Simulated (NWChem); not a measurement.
Everything below was run with NWChem. System: trifluoromethane (CHF$_{3}$), charge 0, spin multiplicity 1, at a geometry optimised with PBE0/def2-SVP. Level: LDA (SVWN5)/def2-SVP.

Input file:

```
start mol
memory heap 200 mb stack 900 mb global 1100 mb
geometry units angstroms nocenter noautoz
  F      0.077835    -0.630672     1.078383
  C     -0.331824     0.026153     0.000000
  F      0.077835    -0.630672    -1.078383
  F      0.224611     1.231370     0.000000
  H     -1.431582     0.112843     0.000000
  symmetry group Cs
end
basis spherical
  * library def2-svp
end
dft
  xc slater vwn_5
  semidirect memsize 60000000 filesize 0
  iterations 100
end
task dft energy
```

NWChem printed:

```
             Northwest Computational Chemistry Package (NWChem) 7.3.0
             --------------------------------------------------------

                                NWChem Input Module
                                -------------------

 Scaling coordinates for geometry "geometry" by  1.889725989
 (inverse scale =  0.529177249)

 Turning off AUTOSYM since
 SYMMETRY directive was detected!

                             Geometry "geometry" -> ""
                             -------------------------

 Output coordinates in angstroms (scale by  1.889725989 to convert to a.u.)

  No.       Tag          Charge          X              Y              Z
 ---- ---------------- ---------- -------------- -------------- --------------
    1 F                    9.0000     0.07783500    -0.63067200     1.07838300
    2 C                    6.0000    -0.33182400     0.02615300     0.00000000
    3 F                    9.0000     0.07783500    -0.63067200    -1.07838300
    4 F                    9.0000     0.22461100     1.23137000     0.00000000
    5 H                    1.0000    -1.43158200     0.11284300     0.00000000

 Effective nuclear repulsion energy (a.u.)     134.2283782719

            Nuclear Dipole moment (a.u.)
            ----------------------------
        X                 Y               Z
 ---------------- ---------------- ----------------
     0.0000056692    -0.0000094486     0.0000000000

      Symmetry information
      --------------------

 Group name             Cs
 Group number              2
 Group order               2
 No. of unique centers     4

      Symmetry unique atoms

     1    2    4    5


 Summary of "ao basis" -> "" (spherical)
 ------------------------------------------------------------------------------
       Tag                 Description            Shells   Functions and Types
 ---------------- ------------------------------  ------  ---------------------
 *                          def2-svp                  on all atoms

                                 NWChem DFT Module
                                 -----------------

 Summary of "ao basis" -> "ao basis" (spherical)
 ------------------------------------------------------------------------------
       Tag                 Description            Shells   Functions and Types
 ---------------- ------------------------------  ------  ---------------------
 F                          def2-svp                 6       14   3s2p1d
 C                          def2-svp                 6       14   3s2p1d
 H                          def2-svp                 3        5   2s1p

 Summary of "ao basis" -> "ao basis" (spherical)
 ------------------------------------------------------------------------------
       Tag                 Description            Shells   Functions and Types
 ---------------- ------------------------------  ------  ---------------------
 F                          def2-svp                 6       14   3s2p1d
 C                          def2-svp                 6       14   3s2p1d
 H                          def2-svp                 3        5   2s1p

      Symmetry analysis of basis
      --------------------------

        a'         38
        a"         23

            General Information
            -------------------
          SCF calculation type: DFT
          Wavefunction type:  closed shell.
          No. of atoms     :     5
          No. of electrons :    34
           Alpha electrons :    17
            Beta electrons :    17
          Charge           :     0
          Spin multiplicity:     1
          Use of symmetry is: on ; symmetry adaption is: on
          Maximum number of iterations: 100
          AO basis - number of functions:    61
                     number of shells:    27
          Convergence on energy requested:  1.00D-06
          Convergence on density requested:  1.00D-05
          Convergence on gradient requested:  5.00D-04

              XC Information
              --------------
                        Slater Exchange Functional  1.000 local
                      VWN V Correlation Functional  1.000 local

             Grid Information
             ----------------
          Grid used for XC integration:  medium
          Radial quadrature: Mura-Knowles
          Angular quadrature: Lebedev.
          Tag              B.-S. Rad. Rad. Pts. Rad. Cut. Ang. Pts.
          ---              ---------- --------- --------- ---------
          F                   0.50       49           7.0       434
          C                   0.70       49           6.0       434
          H                   0.35       45           6.0       434
          Grid pruning is: on
          Number of quadrature shells:   192
          Spatial weights used:  Erf1

          Convergence Information
          -----------------------
          Convergence aids based upon iterative change in
          total energy or number of iterations.
          Levelshifting, if invoked, occurs when the
          HOMO/LUMO gap drops below (HL_TOL):  1.00D-02
          DIIS, if invoked, will attempt to extrapolate
          using up to (NFOCK): 10 stored Fock matrices.

                    Damping( 0%)  Levelshifting(0.5)       DIIS
                  --------------- ------------------- ---------------
          dE  on:    start            ASAP                start
          dE off:    2 iters        100 iters           100 iters

      Screening Tolerance Information
      -------------------------------
          Density screening/tol_rho:  1.00D-10
          AO Gaussian exp screening on grid/accAOfunc:  14
          CD Gaussian exp screening on grid/accCDfunc:  20
          XC Gaussian exp screening on grid/accXCfunc:  20
          Schwarz screening/accCoul:  1.00D-08

      Superposition of Atomic Density Guess
      -------------------------------------

 Sum of atomic energies:        -336.00162364

      Non-variational initial energy
      ------------------------------

 Total energy =    -337.118109
 1-e energy   =    -735.326269
 2-e energy   =     263.979781
 HOMO         =      -0.458405
 LUMO         =       0.198178

      Symmetry analysis of molecular orbitals - initial
      -------------------------------------------------

  Numbering of irreducible representations:

     1 a'          2 a"

  Orbital symmetries:

     1 a'          2 a'          3 a"          4 a'          5 a'
     6 a'          7 a"          8 a'          9 a'         10 a"
    11 a'         12 a"         13 a'         14 a'         15 a"
    16 a"         17 a'         18 a'         19 a"         20 a'
    21 a'         22 a'         23 a'         24 a"         25 a'
    26 a'         27 a'

------------------------------------------------------------
EAF file 0: "./mol.aoints.0" size=524288 bytes
------------------------------------------------------------
               write      read    awrite     aread      wait
               -----      ----    ------     -----      ----
     calls:        1         0         0         0         0
   data(b): 5.24e+05  0.00e+00  0.00e+00  0.00e+00
   time(s): 0.00e+00  0.00e+00  0.00e+00  0.00e+00  0.00e+00
rate(mb/s): 0.00e+00  0.00e+00
------------------------------------------------------------

   convergence    iter        energy       DeltaE   RMS-Dens  Diis-err    time
 ---------------- ----- ----------------- --------- --------- ---------  ------
 d= 0,ls=0.0,diis     1   -335.5685476853 -4.70D+02  2.96D-02  1.96D+00     0.2
 d= 0,ls=0.0,diis     2   -335.2634737099  3.05D-01  1.87D-02  5.68D+00     0.2
 d= 0,ls=0.0,diis     3   -335.7391814899 -4.76D-01  2.25D-03  4.95D-02     0.2
 d= 0,ls=0.0,diis     4   -335.7416517098 -2.47D-03  1.09D-03  1.35D-02     0.3
 d= 0,ls=0.0,diis     5   -335.7427777638 -1.13D-03  1.21D-04  5.66D-05     0.3
  Resetting Diis
 d= 0,ls=0.0,diis     6   -335.7427859165 -8.15D-06  6.53D-06  4.59D-07     0.3
 d= 0,ls=0.0,diis     7   -335.7427859528 -3.63D-08  4.83D-06  5.11D-08     0.3

         Total DFT energy =     -335.742785952792
      One electron energy =     -735.531520585107
           Coulomb energy =      300.451945734103
    Exchange-Corr. energy =      -34.891589373737
 Nuclear repulsion energy =      134.228378271949

 Numeric. integr. density =       34.000004269699

     Total iterative time =      0.3s

                  Occupations of the irreducible representations
                  ----------------------------------------------

                     irrep           alpha         beta
                     --------     --------     --------
                     a'               11.0         11.0
                     a"                6.0          6.0

                       DFT Final Molecular Orbital Analysis
                       ------------------------------------

 Vector   15  Occ=2.000000D+00  E=-3.749073D-01  Symmetry=a"
              MO Center=  4.8D-02, -4.5D-01, -1.2D-09, r^2= 1.8D+00
   Bfn.  Coefficient  Atom+Function         Bfn.  Coefficient  Atom+Function
  ----- ------------  ---------------      ----- ------------  ---------------
     4      0.353809  1 F  px                32     -0.353809  3 F  px
     6     -0.303171  1 F  pz                34     -0.303171  3 F  pz
     7     -0.234563  1 F  px                35      0.234563  3 F  px
    48     -0.207716  4 F  pz                 9      0.199380  1 F  pz
    37      0.199380  3 F  pz                23      0.130029  2 C  pz

 Vector   16  Occ=2.000000D+00  E=-3.511026D-01  Symmetry=a"
              MO Center=  1.2D-01, -1.1D-02,  2.6D-14, r^2= 2.0D+00
   Bfn.  Coefficient  Atom+Function         Bfn.  Coefficient  Atom+Function
  ----- ------------  ---------------      ----- ------------  ---------------
    48      0.411880  4 F  pz                 5     -0.355854  1 F  py
    33      0.355854  3 F  py                51     -0.273433  4 F  pz
     8      0.236244  1 F  py                36     -0.236244  3 F  py
     6     -0.206255  1 F  pz                34     -0.206255  3 F  pz
     9      0.136930  1 F  pz                37      0.136930  3 F  pz

 Vector   17  Occ=2.000000D+00  E=-3.372596D-01  Symmetry=a'
              MO Center= -3.1D-01,  2.4D-02, -1.9D-14, r^2= 2.0D+00
   Bfn.  Coefficient  Atom+Function         Bfn.  Coefficient  Atom+Function
  ----- ------------  ---------------      ----- ------------  ---------------
    57     -0.341608  5 H  s                 46      0.333983  4 F  px
     4      0.331736  1 F  px                32      0.331736  3 F  px
    18      0.243211  2 C  px                49     -0.220479  4 F  px
     7     -0.218351  1 F  px                35     -0.218351  3 F  px
    58     -0.206160  5 H  s                 17     -0.105996  2 C  s

 Vector   18  Occ=0.000000D+00  E= 5.428525D-02  Symmetry=a'
              MO Center= -1.7D+00,  1.4D-01, -6.6D-14, r^2= 2.0D+00
   Bfn.  Coefficient  Atom+Function         Bfn.  Coefficient  Atom+Function
  ----- ------------  ---------------      ----- ------------  ---------------
    58      2.029888  5 H  s                 17     -1.222659  2 C  s
    21      0.825377  2 C  px                18      0.426690  2 C  px
    16     -0.295676  2 C  s                 15      0.106813  2 C  s
     7     -0.100731  1 F  px                35     -0.100731  3 F  px
    57      0.099977  5 H  s                 49     -0.098479  4 F  px

 Vector   19  Occ=0.000000D+00  E= 1.040388D-01  Symmetry=a'
              MO Center= -4.2D-01, -4.2D-03,  4.5D-11, r^2= 1.7D+00
   Bfn.  Coefficient  Atom+Function         Bfn.  Coefficient  Atom+Function
  ----- ------------  ---------------      ----- ------------  ---------------
    22      1.072639  2 C  py                45     -0.650327  4 F  s
    19      0.624439  2 C  py                 3      0.325050  1 F  s
    31      0.325050  3 F  s                 50      0.275806  4 F  py
     9     -0.238272  1 F  pz                37      0.238272  3 F  pz
    49      0.229312  4 F  px                46     -0.218931  4 F  px

 Vector   20  Occ=0.000000D+00  E= 1.040467D-01  Symmetry=a"
              MO Center= -4.2D-01,  7.0D-02, -4.4D-11, r^2= 1.7D+00
   Bfn.  Coefficient  Atom+Function         Bfn.  Coefficient  Atom+Function
  ----- ------------  ---------------      ----- ------------  ---------------
    23      1.076026  2 C  pz                20      0.626353  2 C  pz
     3     -0.563164  1 F  s                 31      0.563164  3 F  s
    51     -0.257441  4 F  pz                 8     -0.251675  1 F  py
    36      0.251675  3 F  py                48      0.216194  4 F  pz
     5      0.199862  1 F  py                33     -0.199862  3 F  py

 center of mass
 --------------
 x =   0.04859243 y =  -0.00383047 z =   0.00000000

 moments of inertia (a.u.)
 ------------------
         314.708867137192         -11.163379392329           0.000000000000
         -11.163379392329         173.967913645480           0.000000000000
           0.000000000000           0.000000000000         173.088581129098

     Multipole analysis of the density
     ---------------------------------

     L   x y z        total         alpha         beta         nuclear
     -   - - -        -----         -----         ----         -------
     0   0 0 0     -0.000000    -17.000000    -17.000000     34.000000

     1   1 0 0     -0.535646     -0.267826     -0.267826      0.000006
     1   0 1 0      0.041950      0.020980      0.020980     -0.000009
     1   0 0 1     -0.000000     -0.000000     -0.000000      0.000000

     2   2 0 0    -13.838780    -12.763740    -12.763740     11.688701
     2   1 1 0     -0.179569     -2.575263     -2.575263      4.970956
     2   1 0 1     -0.000000     -0.000000     -0.000000      0.000000
     2   0 2 0    -16.101873    -45.230600    -45.230600     74.359327
     2   0 1 1      0.000000      0.000000      0.000000      0.000000
     2   0 0 2    -16.115360    -45.433114    -45.433114     74.750868

 Task  times  cpu:        0.3s     wall:        0.3s

 Total times  cpu:        0.4s     wall:        0.4s
```
